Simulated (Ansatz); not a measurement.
```yaml
crystal:
  periodic: [false, false, false]
  atoms:
    - {symbol: O, position_ang: [-1.610639, 0.048711, -0.000005]}
    - {symbol: B, position_ang: [-0.484929, 0.741812, 0.006255]}
    - {symbol: S, position_ang: [1.045226, -0.288143, -0.002204]}
    - {symbol: H, position_ang: [-2.483610, 0.436777, 0.003104]}
basis:
  gaussian: {orbitals: def2-TZVP}
magnetization: {spin_polarized: true, initial_magnetization: 2}
hamiltonian: {xc: pbe0}
relax: {f_tol: 0.004, max_steps: 80}
```

```sh
$ ansatz run in.yaml --threads 1 --pin off --events-out ev --progress --plain --max-ram 2176MiB
```

Steps of the relaxation (energy above the last step; positions in Å, forces in eV/Å):

```
4
step 1, 47.4 meV
O    -1.611    0.049    0.000   -0.409   -0.630   -0.006
B    -0.485    0.742    0.006    0.597   -0.060    0.000
S     1.045   -0.288   -0.002   -0.200    0.327    0.003
H    -2.484    0.437    0.003    0.012    0.363    0.003
```

```
4
step 2, 26.4 meV
O    -1.626    0.036    0.000   -0.227   -0.489   -0.004
B    -0.485    0.716    0.006    0.252    0.034    0.000
S     1.062   -0.272   -0.002   -0.164    0.179    0.001
H    -2.485    0.460    0.003    0.139    0.277    0.002
```

```
4
step 3, 4.2 meV
O    -1.647   -0.003    0.000   -0.209   -0.084   -0.001
B    -0.494    0.674    0.006   -0.158    0.193    0.002
S     1.072   -0.240   -0.002    0.068   -0.080   -0.001
H    -2.465    0.508    0.004    0.299   -0.029    0.000
```

```
4
step 6, 0.0 meV
O    -1.650   -0.018   -0.001    0.004    0.000    0.000
B    -0.505    0.675    0.006   -0.001   -0.001    0.000
S     1.069   -0.237   -0.002   -0.002    0.001    0.000
H    -2.447    0.518    0.004   -0.002    0.001    0.000
```

Close pairs at the end: O1–H4 0.961 Å, O1–B2 1.339 Å, B2–S3 1.820 Å.

A stationary point of unrestricted PBE0 after 6 steps, with ⟨S²⟩ = 2.007 against 2.00 for a pure state; no frequencies were run, so it isn't proven a minimum. 44 s on 1 thread of Arm Neoverse V1, shared host.
